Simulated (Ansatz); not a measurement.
# CH7BSi: the cost of one run

The runs use Ansatz 0.2.0, Gaussian basis; PBE0-D4/def2-SVP.

10 further runs of the same task are left out: 10 set aside as unsound or not needed.

### Step 1. Starting geometry

The first end: 10 atoms, charge 0, spin multiplicity 1.

Atoms are counted from 1 here; the program's logs count them from 0.

Bond lengths: B1–Si2 1.903 Å, B1–C3 1.575 Å, B1–H5 1.199 Å, B1–H6 1.450 Å, Si2–H6 1.633 Å, Si2–H7 1.488 Å, Si2–H8 1.485 Å, C3–H4 1.092 Å, C3–H9 1.094 Å, C3–H10 1.095 Å. Angles: Si2–B1–C3 124.3°, Si2–B1–H5 113.2°, Si2–B1–H6 56.4°, C3–B1–H5 122.5°, C3–B1–H6 110.2°, H5–B1–H6 103.1°, B1–Si2–H6 47.7°, B1–Si2–H7 123.2°, B1–Si2–H8 122.0°, H6–Si2–H7 102.6°, H6–Si2–H8 102.2°, H7–Si2–H8 109.9°, B1–C3–H4 114.7°, B1–C3–H9 111.6°, B1–C3–H10 108.4°, H4–C3–H9 108.1°, H4–C3–H10 107.3°, H9–C3–H10 106.2° and more.

As a file:

```mol
CH7BSi
  3D, bonds by distance, orders not assigned

 10 10  0  0  0  0  0  0  0  0999 V2000
   -0.2821    0.3334    0.4416 B   0  0
    1.5962    0.0291    0.4268 Si  0  0
   -1.2185    0.1588   -0.8127 C   0  0
   -0.7447   -0.3179   -1.6740 H   0  0
   -0.6861    0.7403    1.4942 H   0  0
    0.3290   -0.9341    0.7913 H   0  0
    2.2886   -0.7358   -0.6452 H   0  0
    2.3962   -0.0166    1.6772 H   0  0
   -2.1221   -0.4073   -0.5661 H   0  0
   -1.5565    1.1501   -1.1333 H   0  0
  1  2  8  0
  1  3  8  0
  1  5  8  0
  1  6  8  0
  2  6  8  0
  2  7  8  0
  2  8  8  0
  3  4  8  0
  3  9  8  0
  3 10  8  0
M  END
```

The second end:

```xyz
10
charge 0, multiplicity 1
B    -0.42867    0.39840    1.03191
Si    1.26430    0.01464    0.24816
C    -0.67866   -0.17618   -0.59948
H     0.09216   -0.49110   -1.34834
H    -0.70895    1.55665    1.13017
H    -0.82342   -0.39477    1.83505
H     1.95002    0.88350   -0.74866
H     1.81583   -1.35633    0.06149
H    -1.29121   -1.06809   -0.49842
H    -1.19151    0.63339   -1.11199
```

### Step 2. The band at PBE0-D4/def2-SVP

Input file neb/in.yaml:

```yaml
crystal:
  periodic: [false, false, false]
  atoms:
    - {symbol: B, position_ang: [-0.282149, 0.333405, 0.441637]}
    - {symbol: Si, position_ang: [1.596152, 0.029107, 0.426813]}
    - {symbol: C, position_ang: [-1.218504, 0.158789, -0.812750]}
    - {symbol: H, position_ang: [-0.744719, -0.317861, -1.673960]}
    - {symbol: H, position_ang: [-0.686096, 0.740335, 1.494233]}
    - {symbol: H, position_ang: [0.329024, -0.934127, 0.791345]}
    - {symbol: H, position_ang: [2.288626, -0.735764, -0.645203]}
    - {symbol: H, position_ang: [2.396192, -0.016580, 1.677191]}
    - {symbol: H, position_ang: [-2.122077, -0.407339, -0.566148]}
    - {symbol: H, position_ang: [-1.556547, 1.150136, -1.133257]}
basis:
  gaussian: {orbitals: def2-SVP}
hamiltonian: {xc: pbe0, dispersion: d4}
neb:
  images: 5
  climbing: true
  max_iterations: 40
  initial_path: idpp
  final_atoms:
    - {symbol: B, position_ang: [-0.428667, 0.398397, 1.031909]}
    - {symbol: Si, position_ang: [1.264304, 0.014640, 0.248162]}
    - {symbol: C, position_ang: [-0.678665, -0.176184, -0.599484]}
    - {symbol: H, position_ang: [0.092158, -0.491100, -1.348342]}
    - {symbol: H, position_ang: [-0.708954, 1.556649, 1.130172]}
    - {symbol: H, position_ang: [-0.823421, -0.394774, 1.835050]}
    - {symbol: H, position_ang: [1.950025, 0.883504, -0.748660]}
    - {symbol: H, position_ang: [1.815834, -1.356329, 0.061494]}
    - {symbol: H, position_ang: [-1.291207, -1.068091, -0.498416]}
    - {symbol: H, position_ang: [-1.191507, 0.633387, -1.111986]}
```

On the command line:

```sh
$ ansatz run in.yaml --threads 2 --pin off --events-out ev --progress --plain --max-ram 4352MiB
```

**Question.** How long does this run take on 2 threads of Arm Neoverse V1, shared host?

About 95 s.
